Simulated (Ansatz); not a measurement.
System: B20 (FeSi-type) FeSi. Method: PBE in Ansatz (plane waves, PAW).

Settings: plane-wave cutoff 500 eV, 10×10×10 k mesh, Fermi–Dirac smearing 0.05 eV, no spin polarisation, scalar-relativistic PAW data made under PBE.

Computed at the level's own relaxed cell.

**Question.** Estimate the equilibrium volume per atom, lattice parameter a and band gap that the calculation returns.

**Answer.** 
- equilibrium volume per atom: 11.00 Å³/atom
- lattice parameter a: 4.448 Å
- band gap: 0.16 eV (on the SCF k mesh)

Measured, for comparison: band gap 0.05 eV (temperature not stated, not corrected to a static lattice, indirect, transport; lower end of the printed range; as tabulated in Tomczak (2018), arXiv:1802.07220); equilibrium volume per atom 11.26 Å³/atom, lattice constant a 4.483 Å (temperature not stated, not corrected to a static lattice; as tabulated in Wikipedia's data pages). Computed (rounded) less measured: equilibrium volume per atom -2.3 %, lattice constant a -0.8 %. A static lattice is as a rule a little smaller and stiffer than an uncorrected measurement, which narrows the difference in the lattice constant a and would widen misses of the other sign.

Ansatz is an electronic-structure program.
